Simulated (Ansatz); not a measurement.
Input for Ansatz (a program for electronic structure): R-CCSD(T)/aug-cc-pVDZ on NH3 (SMILES N) with ghost functions.

Ansatz 0.2 input:
```yaml
crystal:
  periodic: [false, false, false]
  atoms:
    - {symbol: N, position_ang: [0.04998129, 1.58709323, 0.00000000]}
    - {symbol: H, position_ang: [-0.12296265, 2.16846018, 0.81105976]}
    - {symbol: H, position_ang: [-0.65988580, 0.86235298, 0.00000000]}
    - {symbol: H, position_ang: [-0.12296265, 2.16846018, -0.81105976]}
basis:
  gaussian:
    orbitals: aug-cc-pVDZ
    ghost_atoms:
      - {symbol: N, position_ang: [-0.04998129, -1.58709323, 0.00000000]}
      - {symbol: H, position_ang: [0.12296265, -2.16846018, 0.81105976]}
      - {symbol: H, position_ang: [0.12296265, -2.16846018, -0.81105976]}
      - {symbol: H, position_ang: [0.65988580, -0.86235298, 0.00000000]}
magnetization: {spin_polarized: false}
correlation: {method: ccsd_t, electrons: outside_noble_gas}
scf: {lower_state_search: off}
```

It printed:

```
WARN ansatz: RAYON_NUM_THREADS=2 ignored (pool sized by the plan → 2); use --threads N
Functional definition: HF
these checks for a lower state are left out or cut short: stability, starts, cluster_reference, orbital_swaps, neighbouring_geometries, increment
integrals: 0.11 GiB planned
860 factors; integrals over basis functions are off by at most 1.0e-3 eV
mean field: 0.14 GiB planned
mean field evaluation 1: about -1527.4451 eV, gradient 3.1e1 eV
mean field evaluation 2: about -1527.4448 eV, gradient 3.1e1 eV
mean field evaluation 4: about -1529.4193 eV, gradient 1.6e0 eV
mean field evaluation 8: about -1529.4310 eV, gradient 6.6e-4 eV
mean field -1529.43101629 eV, -56.2055531632 hartree, gradient 2.8e-6 eV, S^2 0.000000; 0 other end points of the search recorded, 0 dependent functions left out
1 core orbitals not correlated
reference -1529.43101629 eV, -56.2055531632 hartree; 4, 4 occupied and 95, 95 virtual orbitals, 860 factors
second order -5.43585258 eV of doubles, -0.00000000 eV of singles
coupled cluster: 0.34 GiB planned
cycle   1  -5.69341707 eV  change   -2.6e-1 eV  update   4.4e-2
cycle   2  -5.81908411 eV  change   -1.3e-1 eV  update   1.3e-2
cycle   3  -5.84465243 eV  change   -2.6e-2 eV  update   5.5e-3
cycle   4  -5.84395005 eV  change    7.0e-4 eV  update   1.3e-3
cycle   5  -5.84389052 eV  change    6.0e-5 eV  update   5.0e-4
cycle   6  -5.84390565 eV  change   -1.5e-5 eV  update   1.5e-4
cycle   7  -5.84386424 eV  change    4.1e-5 eV  update   6.3e-5
cycle   8  -5.84385326 eV  change    1.1e-5 eV  update   2.6e-5
cycle   9  -5.84385298 eV  change    2.8e-7 eV  update   1.0e-5
perturbative correction -0.15007552 eV, -0.0055151735 hartree
Total energy: -1535.42494479 eV, -56.4258259726 hartree
Checks for a lower state left out: stability, starts, cluster_reference, orbital_swaps, neighbouring_geometries, increment
```

The calculation finished and met its thresholds.

Cost: about 3 core-seconds (a rough figure).
